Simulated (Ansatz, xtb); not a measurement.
# C4H12P2: 4 structures ranked

4 gas-phase structures of C4H12P2, from a drawn sample of its isomers (lower ones may exist). Each was relaxed with GFN2-xTB; where two conformers were screened, the lower at r2SCAN-D4/def2-SVP is listed:

A. `CC(C)(C)PP`, a singlet
B. `CC(C)P(C)P`, a singlet
C. `CC(C)PCP`, a singlet
D. `CPCP(C)C`, a singlet

Q: Estimate their order in r2SCAN-D4/def2-SVP energy at these geometries, lowest first.

A: Calculated order at r2SCAN-D4/def2-SVP: B (0.0), D (1.8), A (3.0), C (10.1) kcal/mol.

Energies above the lowest of each column, in kcal/mol; the last columns are at PBE-D3(BJ)/def2-SVP geometries:

| structure | GFN2-xTB | HF/STO-3G | r2SCAN-D4/def2-SVP | PBE-D3(BJ)/def2-SVP | CCSD(T)/def2-SVP + ΔMP2/def2-TZVPP |
| --- | --- | --- | --- | --- | --- |
| B | 3.5 | 7.9 | 0.0 | 0.0 | 0.0 |
| D | 17.7 | 0.0 | 1.8 | 3.0 | 0.5 |
| A | 0.0 | 14.7 | 3.0 | 2.5 | 2.9 |
| C | 19.7 | 15.2 | 10.1 | 10.6 | 10.0 |

CCSD(T)/def2-SVP + ΔMP2/def2-TZVPP puts B lowest, with D within 1 kcal/mol; GFN2-xTB picks A. Flexible structures stand in one conformer each, not always the lowest. The ΔMP2 step shifts differences by up to 6.5 kcal/mol, which makes them less sure. ΔMP2 is the change of the MP2 energy from the smaller to the larger basis.

Over these structures GFN2-xTB departs from r2SCAN-D4/def2-SVP by 6.2 kcal/mol on average once a common shift is removed. A GFN2-xTB relaxation took about 0.26 s and the r2SCAN-D4/def2-SVP energy about 2.3 s on a shared host (Ansatz 0.2.0, xtb 6.7.1).
